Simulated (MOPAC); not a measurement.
MOPAC input (PM3):

```
PM3 1SCF GEO-OK AUX(PRECISION=9) THREADS=1
HN

N    -0.00000000 1   -0.00000000 1   -0.12998002 1
H     0.00000000 1    0.00000000 1    0.90986017 1
```

Task: What heat of formation does the run end on, and which ionisation energy by Koopmans theorem?

Result: 108.55 kcal/mol; 10.84 eV.
